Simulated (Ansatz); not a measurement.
# C5HN (charge +1): harmonic frequencies at the relaxed geometry, by script

At which frequencies does C5HN (charge +1) vibrate? The task is harmonic frequencies at the relaxed geometry, for C5HN (charge +1). SMILES: C#CC#CC#[N+].

Computed with Ansatz 0.2.0 through its Python package. Level of theory: PBE0+D3(BJ)/6-31G*.

## Step 1: Starting point

Bond lengths: C1–C2 1.205 Å, C2–C3 1.412 Å, C3–C4 1.205 Å, C4–C5 1.412 Å, C5–N6 1.157 Å, C1–H7 1.058 Å. Angles: C1–C2–C3 180.0°, C2–C1–H7 180.0°, C2–C3–C4 180.0°, C3–C4–C5 180.0°, C4–C5–N6 180.0°.

Input file c5hn.xyz:

```xyz
7

C    -2.57060    0.40070    0.01960
C    -1.37970    0.21500    0.01050
C     0.01520   -0.00240   -0.00010
C     1.20610   -0.18800   -0.00920
C     2.60100   -0.40540   -0.01980
N     3.74430   -0.58360   -0.02850
H    -3.61630    0.56360    0.02750
```

## Step 2: The script

Contents of freq_c5hn.py:

```python
from dataclasses import dataclass
import itertools

import ansatz as az
from ase.data import atomic_numbers, covalent_radii
import numpy as np


@dataclass
class RunConfig:
    basis_set: str = "6-31G*"
    functional: str = "pbe0"
    dispersion: str = "d3bj"
    charge: int = 1


settings = RunConfig()


def main() -> None:
    mol = az.Crystal.molecule_from_extxyz("c5hn.xyz")

    model = (
        mol.calculation()
        .basis(gaussian=settings.basis_set)
        .functional(settings.functional, dispersion=settings.dispersion)
        .charge(settings.charge)
        .spin("collinear", total=1)
    )
    symbols = [site.symbol for site in mol.cartesian_sites]
    start = np.array([site.position_ang for site in mol.cartesian_sites], dtype=float)
    rep = model.relax(force_tolerance=0.003, max_steps=100).run().report
    end = np.array(rep["positions_ang"])

    radius = [covalent_radii[atomic_numbers[s]] for s in symbols]
    span = lambda where, i, j: np.linalg.norm(where[i] - where[j])
    bonded = [(i, j) for i, j in itertools.combinations(range(len(symbols)), 2) if min(span(start, i, j), span(end, i, j)) < 1.2 * (radius[i] + radius[j])]
    print("pair        before    after (A)")
    for i, j in bonded:
        print(f"{symbols[i]}{i}-{symbols[j]}{j}".ljust(10), f"{span(start, i, j):8.4f} {span(end, i, j):8.4f}")

    minimum = az.Crystal.molecule()
    for symbol, place in zip(symbols, end):
        minimum = minimum.atom(symbol, place.tolist())
    vibrating = minimum.calculation()
    vibrating = vibrating.basis(gaussian=settings.basis_set)
    vibrating = vibrating.functional(settings.functional, dispersion=settings.dispersion).charge(settings.charge)
    vibrating = vibrating.spin("collinear", total=1)
    vibrating = vibrating.phonons(temperatures=(298.15, 498.15, 100))
    vib = vibrating.run().report["vibrations"]
    sums = vib["harmonic_sums"]
    modes = [m["omega_inv_cm"] for m in sums["modes_at_gamma"] if m["rigid_motion"] == "no"]
    for number, w in enumerate(modes, start=1):
        print(f"mode {number:2d} {w:9.1f} 1/cm {w / 8065.544 * 1000:8.2f} meV")
    print("imaginary modes:", sum(w < 0 for w in modes), " zero-point energy:", round(sums["zero_point_energy_ev"], 4), "eV")
    print("T (K)   F_vib (eV)   S_vib (meV/K)   C_vib (meV/K)")
    for row in zip(sums["temperatures_k"], sums["vibrational_free_energy_ev"], vib["entropy_ev_per_k"], vib["heat_capacity_ev_per_k"]):
        print(f"{row[0]:6.1f} {row[1]:11.4f} {1000 * row[2]:13.4f} {1000 * row[3]:15.4f}")

    heavier = vibrating.phonons(masses={"H": 2.014102}).run().report["vibrations"]["harmonic_sums"]
    print("deuterated (1/cm):", " ".join(f"{m['omega_inv_cm']:.0f}" for m in heavier["modes_at_gamma"] if m["rigid_motion"] == "no"))
    print("zero-point energy falls by", round(sums["zero_point_energy_ev"] - heavier["zero_point_energy_ev"], 4), "eV")


if __name__ == "__main__":
    main()
```

## Step 3: The calls as engine input

The package turns the script's settings into the engine's input (first run):

```yaml
crystal:
  periodic: [false, false, false]
  atoms:
    - { symbol: C, position_ang: [-2.5706, 0.4007, 0.0196] }
    - { symbol: C, position_ang: [-1.3797, 0.215, 0.0105] }
    - { symbol: C, position_ang: [0.0152, -0.0024, -0.0001] }
    - { symbol: C, position_ang: [1.2061, -0.188, -0.0092] }
    - { symbol: C, position_ang: [2.601, -0.4054, -0.0198] }
    - { symbol: "N", position_ang: [3.7443, -0.5836, -0.0285] }
    - { symbol: H, position_ang: [-3.6163, 0.5636, 0.0275] }
basis:
  gaussian:
    orbitals: "6-31G*"
hamiltonian:
  xc: pbe0
  dispersion: d3bj
magnetization:
  spin_polarized: true
  initial_magnetization: 1.0
total_charge: 1.0
relax:
  f_tol: 0.003
  max_steps: 100
```

## Step 4: Running it

Run with:

```
> python freq_c5hn.py
```

Q: Predict the main results. Wanted: highest frequency; imaginary modes; zero-point energy.

As calculated:

```
         quantity      value
    runs compared          3
highest frequency  3416 cm⁻¹
  imaginary modes          0
zero-point energy   1.012 eV
```

In words: Run 1: After 4 moves the largest shift is 0.062 Å, of atom 2 (C). All frequencies are real, so the geometry is a minimum. The values are harmonic; measured fundamentals also hold anharmonic shifts, mostly downward for stretches. Reading the output:
- The frequencies are harmonic and unscaled, in a modest basis. The result belongs to the one conformer reached from this start, and soft torsions count as harmonic oscillators.
- The species is open-shell (spin multiplicity 2).
